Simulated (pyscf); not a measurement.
F–CH•–F (SMILES F[CH]F) + SiH₄ (SMILES [SiH4]) → F–CH(F)–SiH₃ (SMILES FC(F)[SiH3]) + H• (SMILES [H]) (substitution at Si; doublet surface; H–Si broken, C–Si formed). PySCF, gas phase, ωB97X-D3(BJ)/def2-SVP geometries. Energies in eV from the separated reactants.

| level | barrier | reaction energy |
|---|---|---|
| ωB97X-D3(BJ)/def2-TZVP | 0.85 | +0.57 |
| PBE/def2-TZVP | 0.49 | +0.62 |
| r²SCAN/def2-TZVP | 0.60 | +0.75 |
| B3LYP-D3(BJ)/def2-TZVP | 0.78 | +0.75 |
| PBE0-D3(BJ)/def2-TZVP | 0.67 | +0.61 |
| M06-2X/def2-TZVP | 0.83 | +0.57 |

At PBE, r²SCAN this geometry lies under the product side: in single points on another level's saddle the reverse barrier vanishes, and the forward threshold there is about the reaction energy. The same reactants have a lower exit, to F–CH₂–F + SiH₃• (barrier +0.39 eV at ωB97M-D3(BJ)/def2-TZVP, against +0.87 eV here). One saddle was located; it need not be the lowest between these sides. The angle at the attacked Si is 177°.
